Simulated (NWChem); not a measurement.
**CH3NS (thioformamide): levels of theory compared**

We compute a comparison of 6 runs (HF/3-21G, B3LYP/6-31G*, B3LYP/aug-cc-pVDZ, PBE/aug-cc-pVDZ, PBE0/aug-cc-pVDZ, MP2/aug-cc-pVDZ) of CH3NS (thioformamide). 

The calculation is run with NWChem 7.3.0.

2 further runs of the same task are left out: 2 set aside as unsound or not needed. Runs told in other sessions of the task aren't counted.

**1. The molecule**

CH3NS has 6 atoms, charge 0, and is taken as a singlet. SMILES: `NC=S`. The N1–C2 distance was set to 2.001 Å, away from the relaxed value.

Bond lengths: C2–S3 1.630 Å, N1–H4 1.007 Å, N1–H5 1.005 Å, C2–H6 1.092 Å. Angles: S3–C2–H6 121.3°, H4–N1–H5 119.2°. A long bond or contact: N1–C2 2.001 Å.

**2. A single-point energy at HF/3-21G (run 1)**

File ch3ns.xyz:

```xyz
6
CH3NS
N     -1.210969    -0.143309    -0.678650
C      0.513110     0.141070     0.297200
S      1.569440    -1.020450     0.735440
H     -1.480619    -1.078689    -0.937770
H     -1.814619     0.624051    -0.916920
H      0.699650     1.192950     0.524900
```

File run.py:

```python
from ase.io import read
from ase.calculators.nwchem import NWChem

mol = read('ch3ns.xyz')

calc = NWChem(
    label='ch3ns',
    theory='scf',
    memory='2200 mb',
    basis='3-21G',
    basispar='spherical bse',
    scf={'nopen': '0', 'rhf': None, 'thresh': '1e-08', 'maxiter': '80'},
    task='energy',
)
mol.calc = calc

e = mol.get_potential_energy()
print(f"E = {e:.6f} eV")
print("dipole (e A):", mol.get_dipole_moment().round(4))
```

Started as:

```sh
$ export ASE_NWCHEM_COMMAND="nwchem PREFIX.nwi > PREFIX.nwo"
$ python run.py
```

What it wrote:

```text
E = -13304.882274 eV
dipole (e A): [-0.2627  0.3751 -0.0988]
```

The calculator wrote ch3ns.nwi:

```
title "ch3ns"

permanent_dir ch3ns

scratch_dir ch3ns

start ch3ns

geometry units angstrom nocenter noautosym noautoz
  N  -1.2109690000000000e+00 -1.4330899999999999e-01 -6.7864999999999998e-01
  C  5.1310999999999996e-01 1.4107000000000000e-01 2.9720000000000002e-01
  S  1.5694399999999999e+00 -1.0204500000000001e+00 7.3543999999999998e-01
  H  -1.4806189999999999e+00 -1.0786890000000000e+00 -9.3776999999999999e-01
  H  -1.8146190000000000e+00 6.2405100000000002e-01 -9.1691999999999996e-01
  H  6.9964999999999999e-01 1.1929500000000000e+00 5.2490000000000003e-01
end

memory 2200 mb

basis spherical bse noprint
   * library 3-21G
end

scf
  nopen 0
  rhf
  thresh 1e-08
  maxiter 80
end

task scf energy
```

ch3ns.nwo:

```text
Northwest Computational Chemistry Package (NWChem) 7.3.0
             --------------------------------------------------------

           Job information
           ---------------

    nwchem branch   = 7.3.0
    use scalapack   = T
    input           = ch3ns.nwi
    prefix          = ch3ns.
    data base       = ch3ns/ch3ns.db
    status          = startup
    nproc           =        1

           Memory information
           ------------------

[... 5 lines left out ...]
    hardfail = no
[... 126 lines left out ...]
         Quadratically convergent ROHF
[... 15 lines left out ...]
       Final RHF  results
[... 4 lines left out ...]
      Two-electron energy =    266.889026916720
[... 35 lines left out ...]
                       ROHF Final Molecular Orbital Analysis
[... 187 lines left out ...]
       Multipole analysis of the density wrt the origin
       ------------------------------------------------

     L   x y z        total         open         nuclear
     -   - - -        -----         ----         -------
     0   0 0 0     -0.000000      0.000000     32.000000

     1   1 0 0     -0.496475      0.000000     32.347061
[... 8 lines of this table left out ...]
     2   0 0 2    -19.954946      0.000000     51.436020

 Task  times  cpu:        0.6s     wall:        0.6s
 Total times  cpu:        0.6s     wall:        0.6s
```

Run time: 1.5 s. Hardware: 1 thread of Intel Xeon 6975P-C (Granite Rapids), shared host; peak memory 0.1 GiB.

**3. A single-point energy at B3LYP/6-31G(d) (Cartesian functions) (run 2)**

File calc.xyz:

```xyz
6
CH3NS
N     -1.210969    -0.143309    -0.678650
C      0.513110     0.141070     0.297200
S      1.569440    -1.020450     0.735440
H     -1.480619    -1.078689    -0.937770
H     -1.814619     0.624051    -0.916920
H      0.699650     1.192950     0.524900
```

File calc.nw:

```
start calc
title "CH3NS"
memory 2200 mb

geometry noautosym nocenter noautoz
 load format xyz calc.xyz
end

basis
 * library 6-31G*
end

dft
 xc b3lyp
 grid xfine
 convergence energy 1e-08
 iterations 100
 mulliken
end

task dft
```

Started as:

```sh
$ nwchem calc.nw > calc.out
```

What it wrote:

```text
[...]
          Wavefunction type:  closed shell.
          No. of atoms     :     6
          No. of electrons :    32
[...]
          Charge           :     0
          Spin multiplicity:     1
[...]
          AO basis - number of functions:    55
[...]
              XC Information
              --------------
                         B3LYP Method XC Potential
                     Hartree-Fock (Exact) Exchange  0.200
                        Slater Exchange Functional  0.800 local
                    Becke 1988 Exchange Functional  0.720 non-local
              Lee-Yang-Parr Correlation Functional  0.810
                  VWN I RPA Correlation Functional  0.190 local
[...]
 d= 0,ls=0.0,diis     1   -492.5937831535 -5.76D+02  4.38D-02  9.61D-01     1.1
[...]
 d= 0,ls=0.0,diis    11   -492.7230643248 -3.71D-09  3.20D-06  5.10D-08     9.8
         Total DFT energy =     -492.723064324832
      One electron energy =     -842.571448835217
           Coulomb energy =      305.463849294851
    Exchange-Corr. energy =      -38.925536956167
 Nuclear repulsion energy =       83.310072171701
[...]
      Total Density - Mulliken Population Analysis
     ---------------------------------------------
    Atom       Charge   Shell Charges
 -----------   ------   -------------------------------------------------------
    1 N    7     7.78   1.99  0.77  2.42  0.89  1.70  0.01
    2 C    6     6.09   1.99  0.75  1.75  0.69  0.90  0.01
    3 S   16    16.00   2.00  1.99  5.97  1.44  2.94  0.52  1.14 -0.00
    4 H    1     0.67   0.50  0.17
    5 H    1     0.68   0.50  0.17
    6 H    1     0.78   0.51  0.27
[...]
```

Run time: 11 s. Hardware: 1 thread of Intel Xeon 6975P-C (Granite Rapids), shared host; peak memory 0.13 GiB.

Runs 3 to 5 aren't shown in full; the table further down has their settings and results.

**4. The energy at MP2/aug-cc-pVDZ (run 6)**

File run.py:

```python
from ase import Atoms
from ase.calculators.nwchem import NWChem

molecule = Atoms(['N', 'C', 'S', 'H', 'H', 'H'], positions=[
    [-1.210969, -0.143309, -0.678650],
    [0.513110, 0.141070, 0.297200],
    [1.569440, -1.020450, 0.735440],
    [-1.480619, -1.078689, -0.937770],
    [-1.814619, 0.624051, -0.916920],
    [0.699650, 1.192950, 0.524900],
])

calc = NWChem(
    label='work',
    theory='mp2',
    memory='2200 mb',
    basis='aug-cc-pVDZ',
    basispar='spherical bse',
    scf={'nopen': '0', 'rhf': None, 'thresh': '1e-08', 'maxiter': '80'},
    mp2={'freeze': 'core 7', 'tight': None},
    task='energy',
)
molecule.calc = calc

print("Total energy (eV):", round(molecule.get_potential_energy(), 6))
```

Started as:

```sh
$ export ASE_NWCHEM_COMMAND="nwchem PREFIX.nwi > PREFIX.nwo"
$ python run.py
```

What it wrote:

```text
Total energy (eV): -13386.558249
```

The calculator wrote work.nwi:

```
title "work"

permanent_dir work

scratch_dir work

start work

geometry units angstrom nocenter noautosym noautoz
  N  -1.2109690000000000e+00 -1.4330899999999999e-01 -6.7864999999999998e-01
  C  5.1310999999999996e-01 1.4107000000000000e-01 2.9720000000000002e-01
  S  1.5694399999999999e+00 -1.0204500000000001e+00 7.3543999999999998e-01
  H  -1.4806189999999999e+00 -1.0786890000000000e+00 -9.3776999999999999e-01
  H  -1.8146190000000000e+00 6.2405100000000002e-01 -9.1691999999999996e-01
  H  6.9964999999999999e-01 1.1929500000000000e+00 5.2490000000000003e-01
end

memory 2200 mb

basis spherical bse noprint
   * library aug-cc-pVDZ
end

scf
  nopen 0
  rhf
  thresh 1e-08
  maxiter 80
end
mp2
  freeze core 7
  tight
end

task mp2 energy
```

work.nwo:

```text
Northwest Computational Chemistry Package (NWChem) 7.3.0
             --------------------------------------------------------

           Job information
           ---------------

    nwchem branch   = 7.3.0
    use scalapack   = T
    input           = work.nwi
    prefix          = work.
    data base       = work/work.db
    status          = startup
    nproc           =        1

           Memory information
           ------------------

[... 5 lines left out ...]
    hardfail = no
[... 126 lines left out ...]
         Quadratically convergent ROHF
[... 15 lines left out ...]
       Final RHF  results
[... 4 lines left out ...]
      Two-electron energy =    267.021089692401
[... 35 lines left out ...]
                       ROHF Final Molecular Orbital Analysis
[... 368 lines left out ...]
          ---------------------------------------------------
                    Spin Component Scaled (SCS) MP2
          Same spin pairs                     -0.122763547173
          Same spin scaling factor             0.333333333333
          Opposite spin pairs                 -0.362917763000
          Opposite spin scaling fact.          1.200000000000
          SCS-MP2 correlation energy          -0.476422497991
          Total SCS-MP2 energy              -491.937687124318
          ---------------------------------------------------

 -----------------------
 Task  times  cpu:       38.4s     wall:       38.4s
 Total times  cpu:       38.4s     wall:       38.4s
```

It took 39 s on 1 thread of Intel Xeon 6975P-C (Granite Rapids), shared host; peak memory 0.24 GiB.

**5. Overview of the runs**

```
run                               level  Cartesian functions  iteration cap  energy (Eh)  dipole moment (D) of the reference  HOMO energy (eV)  LUMO energy (eV)  wall time
  1                            HF/3-21G                   no             80  -488.945409                                2.25             -9.65              1.39      1.5 s
  2  B3LYP/6-31G* (Cartesian functions)                  yes            100  -492.723064                                1.54             -6.07             -2.45       11 s
  3                   B3LYP/aug-cc-pVDZ                   no            100  -492.772140                                1.08             -6.59             -2.89       23 s
  4                     PBE/aug-cc-pVDZ                   no            100  -492.476003                                1.10             -5.58             -3.47       27 s
  5                    PBE0/aug-cc-pVDZ                   no            100  -492.494027                                1.11                 –                 –       25 s
  6                     MP2/aug-cc-pVDZ                   no             80  -491.946946                                   –             -9.96              0.86       39 s
```

**6. Summary of results**

| quantity | value |
| --- | --- |
| run 6: total energy | -491.94695 Eh |
| run 6: HOMO energy (Hartree–Fock orbitals) | -9.96 eV |
| run 6: LUMO energy (Hartree–Fock orbitals) | 0.86 eV |
| run 6: HOMO–LUMO gap (Hartree–Fock orbitals) | 10.82 eV |
| run 6: correlation energy (7 core orbitals frozen) | -485.7 mEh |

Over runs 1, 2, 3, 4, 5 the dipole moment (its size) runs from 1.08 D (B3LYP/aug-cc-pVDZ) to 2.25 D (HF/3-21G). The two ends differ in method and basis. Over runs 1, 2, 3, 4 the HOMO–LUMO gap runs from 2.11 eV (PBE/aug-cc-pVDZ) to 11.04 eV (HF/3-21G). Totals of different functionals can't be ranked against each other. All runs together took 2.1 min, the longest 39 s.
